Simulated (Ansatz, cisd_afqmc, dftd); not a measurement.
Barrier from CH3F2- (complex or saddle point, singlet) to the saddle point below; all geometries are those of the NHTBH38 set.
```
C
H 1 1.0696
H 1 1.0696 2 120.00
H 1 1.0696 2 120.00 3 -180.00
F 1 1.8238 2 90.00 3 -90.00
F 1 1.8238 2 90.00 3 90.00
```
Charge -1, spin multiplicity 1.

Wanted: barrier height (electronic, no zero-point energy), in kJ/mol. Open shells are spin-unrestricted; no spin-orbit coupling. Cores are frozen in correlated methods. Rows without X2C or -DK are non-relativistic. AFQMC is phaseless with a CISD trial state; ± is one standard error, without the phaseless bias. Outlying blocks are dropped, and bars are widened where a walk drifts. Over all cases where full CI ran beside it in this data, AFQMC minus full CI had a median of +0.1 mEh and passed +0.4 mEh in a tenth of the cases. CBS(X,Y): correlation extrapolated as X^-3, Hartree-Fock from the larger set. A bracket is a step between two methods taken in the basis named. Functionals run without relativity, which enters their misses. '+ core + X2C': CCSD(T) terms for core correlation (cc-pwCVTZ) and scalar relativity (cc-pVTZ-DK). def2-TZVPD holds few diffuse functions, which lowers the functionals' binding of the extra electron.

Published benchmark value: 13.4 kcal/mol (Zhao et al., NHTBH38), a best estimate, not a measurement.

```csv
level,program,barrier height (kJ/mol),difference against that value
r2SCAN-D3(BJ)/def2-TZVPD,Ansatz + dftd3,35.7,-20.3
B3LYP/def2-TZVPD,Ansatz,43.5,-12.5
wB97X-V/def2-TZVPD,Ansatz,55.1,-0.9
MP2/aug-cc-pVTZ,Ansatz,57.1,1.1
AFQMC/CISD/aug-cc-pVDZ,cisd_afqmc,44.2 ± 1.6,-11.8
"CCSD(T)/CBS(aug-cc-pVTZ,aug-cc-pVQZ) + [AFQMC/CISD - CCSD(T)]/aug-cc-pVDZ + core + X2C",Ansatz + cisd_afqmc,54.3 ± 1.6,-1.7
```

Ansatz is an electronic-structure program.
